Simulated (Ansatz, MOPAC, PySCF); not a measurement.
Molecule: CHO2, net charge 0, doublet state. SMILES: [O]C=O
Structure (B3LYP-D3(BJ)/def2-TZVP (Ansatz, an electronic-structure program) minimum search):
```
C
O 1 1.2209
O 1 1.2209 2 144.74
H 1 1.1636 2 107.63 3 -180.00
```
Charge 0, spin multiplicity 2.

Unscaled harmonic wavenumbers (cm⁻¹) in rising order, each level at the stationary point that it reaches from this structure (no distance between atoms moves by over 0.3 Å); the order of modes can differ between levels, and a negative number is imaginary. B3LYP-D3(BJ)/def2-TZVP (PySCF, at the structure above): 208, 675, 853, 1210, 1662, 2297.

PM6 (MOPAC): 327, 763, 916, 1065, 1804, 2335. Zero-point energy 10.3 against 9.9 kcal/mol; where all levels lie over 400 cm⁻¹, the wavenumbers are on average 1.037 times those of B3LYP-D3(BJ)/def2-TZVP.

PM7 (MOPAC): 361, 840, 996, 1159, 1816, 2473. Zero-point energy 10.9 against 9.9 kcal/mol; where all levels lie over 400 cm⁻¹, the wavenumbers are on average 1.108 times those of B3LYP-D3(BJ)/def2-TZVP.

HF/6-31G* (Ansatz): 637, 1150, 1197, 1516, 2017, 3247. Zero-point energy 14.0 against 9.9 kcal/mol; where all levels lie over 400 cm⁻¹, the wavenumbers are on average 1.397 times those of B3LYP-D3(BJ)/def2-TZVP.

B3LYP/6-31G* (Ansatz): -138, 686, 862, 1231, 1652, 2420. Zero-point energy 9.8 against 9.9 kcal/mol; where all levels lie over 400 cm⁻¹, the wavenumbers are on average 1.018 times those of B3LYP-D3(BJ)/def2-TZVP. This level finds the structure a saddle point. The zero-point energy leaves imaginary modes out.
